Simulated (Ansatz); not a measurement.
# BH3S2 (SMILES SBS) at B3LYP/6-31G(d) (Cartesian functions)

Aim: the energy change on altering one bond length of BH3S2 at B3LYP/6-31G* (Cartesian functions), from 2 runs. 

The calculation is run with Ansatz 0.2.0.

37 further runs of the same task are left out: 2 that didn't finish, 35 set aside as unsound or not needed. Runs told in other sessions of the task aren't counted.

## (1) Starting point

BH3S2: 6 atoms, total charge 0, spin state singlet. SMILES: `SBS`. Geometry: relaxed at PBE0-D4/def2-TZVP. This is one conformer, not always the lowest.

Bond lengths: S1–B2 1.783 Å, B2–S3 1.787 Å, S1–H4 1.346 Å, B2–H5 1.190 Å, S3–H6 1.342 Å. Angles: S1–B2–S3 122.5°, S1–B2–H5 116.2°, S3–B2–H5 121.4°, B2–S1–H4 98.9°, B2–S3–H6 97.3°.

## (2) A single-point energy at B3LYP/6-31G(d) (Cartesian functions)

Input file run.yaml:

```yaml
basis:
  gaussian:
    orbitals: "6-31G*"
crystal:
  periodic: [false, false, false]
  atoms:
    - symbol: S
      position_ang: [-0.819900, -0.605200, -1.516500]
    - symbol: B
      position_ang: [0.091400, -0.453600, 0.008900]
    - symbol: S
      position_ang: [0.333100, 1.114800, 0.829800]
    - symbol: H
      position_ang: [-1.145600, 0.688100, -1.694600]
    - symbol: H
      position_ang: [0.535500, -1.462200, 0.457500]
    - symbol: H
      position_ang: [1.047600, 0.654100, 1.868800]
hamiltonian:
  xc: {name: B3LYP}
accuracy: high
output: {orbitals: {seedname: orbitals}}
```

Run with:

```console
$ ansatz run run.yaml --threads 1 --pin off --max-ram 2610MiB --events-out events.jsonl --progress --plain --runs-dir runs
```

What it wrote:

```text
Warning: RAYON_NUM_THREADS=1 ignored (pool sized by the plan → 1); use --threads N
Functional definition: B3LYP
  name "B3LYP"
  parameter a0 = 0.2
  parameter ax = 0.72
  parameter ac = 0.81
  exchange = (1 - a0 - ax)*slater_x + ax*b88_x + a0*exact_x
  correlation = (1 - ac)*vwn_rpa_c + ac*lyp_c
1211 factors; integrals over basis functions are off by at most 3.8e-9 eV
mean field evaluation 1: about -22396.3164 eV, gradient 1.6e1 eV
mean field evaluation 2: about -22396.4377 eV, gradient 1.5e1 eV
mean field evaluation 4: about -22397.1889 eV, gradient 7.5e-1 eV
mean field evaluation 8: about -22397.3266 eV, gradient 7.9e-2 eV
mean field evaluation 16: about -22397.3266 eV, gradient 6.2e-6 eV
mean field -22397.32663210 eV, -823.0865722764 hartree, gradient 3.4e-8 eV, S^2 0.000000; 0 other end points of the search recorded, 0 dependent functions left out
reference -22397.32666625 eV, -823.0865735315 hartree; 20, 20 occupied and 39, 39 virtual orbitals, 1211 factors
Total energy: -22397.32666625 eV, -823.0865735315 hartree
```

Run time: 6.9 s. Hardware: 1 thread of Arm Neoverse N1, shared host; peak memory 0.16 GiB.

## (3) The distorted shape

Input file job.yaml:

```yaml
crystal:
  periodic: [false, false, false]
  atoms:
    - {symbol: S, position_ang: [-1.677313, -0.052351, -2.763319]}
    - {symbol: B, position_ang: [-0.766013, 0.099249, -1.237919]}
    - {symbol: S, position_ang: [-0.524313, 1.667649, -0.417019]}
    - {symbol: H, position_ang: [-2.003013, 1.240949, -2.941419]}
    - {symbol: H, position_ang: [-0.321913, -0.909351, -0.789319]}
    - {symbol: H, position_ang: [1.047600, 0.654100, 1.868800]}
basis:
  gaussian:
    orbitals: "6-31G*"
output: {orbitals: {seedname: orbitals}}
hamiltonian:
  xc: {name: B3LYP}
accuracy: high
```

Run with:

```console
$ ansatz run job.yaml --threads 1 --pin off --max-ram 2610MiB --events-out events.jsonl --progress --plain --runs-dir runs
```

What it wrote, shortened:

```text
Warning: RAYON_NUM_THREADS=1 ignored (pool sized by the plan → 1); use --threads N
[... 7 set-up lines as earlier in the session ...]
1203 factors; integrals over basis functions are off by at most 3.6e-9 eV
mean field evaluation 1: about -22387.4690 eV, gradient 2.7e1 eV
mean field evaluation 2: about -22377.3427 eV, gradient 5.1e1 eV
mean field evaluation 4: about -22392.7069 eV, gradient 3.3e0 eV
mean field evaluation 8: about -22392.7466 eV, gradient 1.2e0 eV
mean field evaluation 16: about -22392.8673 eV, gradient 2.5e-4 eV
mean field -22392.86728498 eV, -822.9226942925 hartree, gradient 6.5e-8 eV, S^2 0.000000; 0 other end points of the search recorded, 0 dependent functions left out
reference -22392.86732195 eV, -822.9226956510 hartree; 20, 20 occupied and 39, 39 virtual orbitals, 1203 factors
Total energy: -22392.86732195 eV, -822.9226956510 hartree
```

Wall time 7.2 s (1 thread of Arm Neoverse N1, shared host); peak memory 0.16 GiB.

## (4) Outcome

At B3LYP/6-31G* (Cartesian functions):

| quantity | value |
| --- | --- |
| first shape: total energy | -823.08657 Eh |
| first shape: HOMO energy | -7.23 eV |
| first shape: LUMO energy | -0.84 eV |
| first shape: HOMO–LUMO gap | 6.39 eV |
| distorted shape: total energy | -822.92270 Eh |
| distorted shape: HOMO energy | -7.31 eV |
| distorted shape: LUMO energy | -5.42 eV |
| distorted shape: HOMO–LUMO gap | 1.88 eV |
| energy change with the S3–H6 bond stretched from 1.342 to 2.953 Å | 4.459 eV |

In words: One bond (distorted shape) is far stretched, which a spin-restricted single reference describes badly; a broken-symmetry solution may lie lower. With the S3–H6 bond stretched from 1.342 to 2.953 Å the energy rises by 4.46 eV (103 kcal/mol). The first shape isn't relaxed at this level, so the change isn't measured from a minimum. A restricted reference can't describe the breaking bond well at this length.
